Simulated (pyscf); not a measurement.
Single points on ωB97X-D3(BJ)/def2-SVP structures (PySCF, gas phase).

Task: `[OH][SiH]([OH])[F]` + `[H][H]` -> `[OH][SiH2][OH]` + `[FH]`
Surface: singlet. Broken: F–Si, H–H. Formed: H–Si, F–H. Give ΔE‡ and ΔE from ωB97M-D3(BJ)/def2-TZVP, relative to the separated reactants.

Result: ΔE‡ = 2.53 eV, ΔE = +1.53 eV. Zero-point energy shifts the barrier by +0.16 eV. It is a four-centre exchange, with an imaginary mode of 1000i cm⁻¹. At the saddle there is also a short H–Si contact that neither side keeps. The same reactants have a lower exit, to HO–SiH₂–F + H₂O (barrier +2.29 eV at ωB97M-D3(BJ)/def2-TZVP, against +2.53 eV here). This is the saddle that the search found; another between the same sides may lie lower.
